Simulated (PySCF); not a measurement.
## Isomerisation enthalpies of C2H4Cl2

**The experiment to reproduce.**

Active Thermochemical Tables 1.112 lists, for the gas at 298.15 K: enthalpy of formation of `ClCCCl` (1,2-dichloroethane) -130.09 ± 0.59 kJ/mol; enthalpy of formation of `CC(Cl)Cl` -127.4 ± 1.1 kJ/mol.

The results are set against them at the end.

Differences of these values give the isomerisation enthalpies. Geometries: PBE0-D3(BJ)/def2-SVP; runs in PySCF, gas phase, with a dispersion term only where the level names one. Total electronic energies (Eh):

```csv
SMILES,PBE0-D3(BJ)/def2-SVP,PBE0/def2-SVPD
ClCCCl,-998.28037,-998.29659
CC(Cl)Cl,-998.28050,-998.29547
```

Zero-point and thermal terms are left out, so the computed numbers are electronic energies.

**Comparison with experiment**

Relative to `ClCCCl`, the lowest by measurement, in kJ/mol (measured: enthalpies at 298.15 K; computed: electronic energies):

| SMILES | measured | PBE0-D3(BJ)/def2-SVP | PBE0/def2-SVPD |
| --- | --- | --- | --- |
| ClCCCl | 0.0 | 0.0 | 0.0 |
| CC(Cl)Cl | 2.7 | -0.3 | 2.9 |

Measured values: -130.09 kJ/mol (298.15 K; Active Thermochemical Tables 1.112) for the first row; the others come from the same table. Unsigned miss: PBE0/def2-SVPD 0.2, PBE0-D3(BJ)/def2-SVP 3.0 kJ/mol. The two lowest measured values lie only 2.7 kJ/mol apart, so their order may not be settled by the table. One conformer stands for `ClCCCl`, not necessarily the lowest, while the measurement averages over conformers. Where a level misses, the cause wasn't examined.
